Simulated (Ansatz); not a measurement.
Species, as SMILES: N#N (N2).
Atoms: N1, N2. Bonds: N1-N2.

Basis-set convergence of the optimised N1-N2 bond length at HF with Ansatz (a first-principles code). Cartesian d functions, on some or all atoms, in 6-31+G*; all else is spherical. The program fits the integrals of some runs and decomposes those of others, by size. No added dispersion term, no relativity. Reference: the value in pcseg-4, 1.0652 Å, itself unsure by roughly 0.0002 Å (its mean distance from aug-pcseg-3, aug-cc-pVQZ, cc-pV5Z). Deviations are taken from unrounded values.

```
basis              functions  optimised N1-N2 bond length (Å)  minus reference (Å)
-----------------  ---------  -------------------------------  -------------------
pcseg-0                   18                           1.0809               0.0156
pcseg-1                   28                           1.0732               0.0079
6-31+G*                   38                           1.0782               0.0130
6-311+G**                 44                           1.0706               0.0053
aug-pcseg-1               46                           1.0742               0.0090
6-311++G(2d,2p)           54                           1.0666               0.0014
pcseg-2                   60                           1.0661               0.0008
6-311++G(3df,3pd)         78                           1.0665               0.0013
aug-pcseg-2               92                           1.0662               0.0010
pcseg-3                  120                           1.0652               0.0000
aug-pcseg-3              170                           1.0653               0.0000
pcseg-4                  202                           1.0652               0.0000
```

The smallest set listed that lies within 0.003 Å of the reference with all its larger relatives (same family, alike in diffuse functions; a set with none counts only in the reference's own line) is 6-311++G(2d,2p) (54 functions, 0.0014 Å off).
